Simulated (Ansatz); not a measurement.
**CH₄Si (singlet): the correlation ladder at distance Si1–C2 = 1.868 Å, cc-pVTZ**

One table from this session's results is given with a row withheld; the runs are named, their logs left out.

Method: cc-pVTZ, core rule «outside noble gas», up to 6 orbitals frozen; program: Ansatz 0.2.0, Gaussian basis.

Plan: UHF; CCSD(T) on RHF; CCSD(T) on UHF; BCCD(T) on RHF; CCSDT(Q) on RHF.

## The geometry

The geometry derives from a PBE0/def2-TZVP stationary point (not a proven minimum). One bond is set to the value named and the two fragments are kept rigid.

6 atoms, charge 0, spin multiplicity 1.

Atoms are counted from 1 here; the program's logs count them from 0.

Bond lengths: Si1–C2 1.868 Å, Si1–H3 1.493 Å, Si1–H4 1.491 Å, Si1–H5 1.491 Å, C2–H6 1.105 Å. Angles: C2–Si1–H3 123.0°, C2–Si1–H4 102.9°, C2–Si1–H5 102.9°, H3–Si1–H4 109.1°, H3–Si1–H5 109.1°, H4–Si1–H5 109.2°, Si1–C2–H6 114.3°.

Set-up of the first run:

in.yaml reads:

```yaml
crystal:
  periodic: [false, false, false]
  atoms:
    - {symbol: Si, position_ang: [0.000000, 0.030650, 0.526970]}
    - {symbol: C, position_ang: [0.000000, -0.131335, -1.333717]}
    - {symbol: H, position_ang: [0.000000, 1.348427, 1.227799]}
    - {symbol: H, position_ang: [1.215343, -0.735078, 0.927610]}
    - {symbol: H, position_ang: [-1.215343, -0.735078, 0.927610]}
    - {symbol: H, position_ang: [0.000000, 0.832681, -1.873946]}
basis:
  gaussian: {orbitals: cc-pVTZ}
magnetization: {spin_polarized: true, initial_magnetization: 0}
hamiltonian: {xc: hf}
output: {orbitals: {seedname: orbitals}}
```

Command:

```bash
$ ansatz run in.yaml --threads 1 --pin off --events-out ev --progress --plain --max-ram 4096MiB --backend cpu
```

Steps of the session up to this table: UHF; CCSD(T) on RHF; CCSD(T) on UHF; BCCD(T) on RHF; CCSDT(Q) on RHF.

One of the session's tables, all rows but one given; the rest of the session is left out.

It belongs to the step «Misses and costs». 

| method | from RCCSDT(Q) (meV) |
| --- | --- |
| RHF | +8630.4 |
| UHF | +7972.8 |
| RMP2 | +1579.6 |
| UMP2 | ? |
| RCCSD | +350.0 |
| UCCSD | +178.4 |
| RCCSD(T) | +62.9 |
| UCCSD(T) | -85.4 |
| BCCD(T) | +61.0 |
| RCCSDT | +15.9 |
| RCCSDT(Q) | 0 |

**Question.** Estimate the row for UMP2.

As computed: from RCCSDT(Q) (meV): +1375.3. In the column «from RCCSDT(Q) (meV)» it lies between RCCSD (+350.0) and RMP2 (+1579.6).

The program flags UCCSD(T) as in doubt (see the logs), so read those rows with care; the flags are other amplitudes.

Limits of these values: The determinant of HF (⟨S²⟩ 0.84) is far from a pure spin state, so its energy mixes those of several spin states; that is harmless only where they are near-degenerate. The determinant of CCSD(T) (⟨S²⟩ 0.84) is far from a pure spin state, so its energy mixes those of several spin states; high orders of coupled cluster remove much of that, low ones don't. The program flags UCCSD(T) as in doubt, so read those rows with care; the flags are other amplitudes. Warnings: restricted reference is unstable; spin contamination. Restricted and unrestricted rows rest on different reference determinants; a gap between their highest levels can come from leftover correlation error, from unlike frozen cores or from another state.
